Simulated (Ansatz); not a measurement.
# Isomers of C5H10

3 of its isomers, all singlets with charge 0: A = 1,1-dimethylcyclopropane `CC1(C)CC1`; B = 2-methyl-2-butene `CC=C(C)C`; C = `C/C=C\CC`.

Shapes, held fixed at every level: PBE0-D4/def2-TZVP. Flexible molecules stand in one conformer, not always the lowest. Programs: Ansatz 0.2.0.

Electronic energies in kJ/mol, without zero-point or thermal terms.

```csv
level,kind,B − A,C − A
HF/def2-TZVPP,Hartree–Fock,-39.4,-31.2
SPW92/def2-TZVPP,LDA,-16.3,+3.4
r2SCAN-D4/def2-TZVPP,meta-GGA,-26.6,-10.8
BHLYP-D4/def2-TZVPP,global hybrid,-34.8,-21.8
PBE0-D4/def2-TZVPP,global hybrid,-20.5,-5.6
B2PLYP/def2-TZVPP,double hybrid,-35.5,-22.6
CCSD/def2-TZVPP,coupled cluster or CI,-27.7,-15.6
CCSD(T)/CBS estimate,coupled cluster or CI,-30.1,-17.3
```

The highest level, CCSD(T)/CBS estimate, puts B lowest of these. All levels agree on that. The B − A difference spans -39.4 to -16.3 kJ/mol over the levels. The CBS estimate extrapolates MP2 from def2-TZVPP and def2-QZVPP and adds CCSD(T) − MP2 in the triple-zeta set, cores frozen.
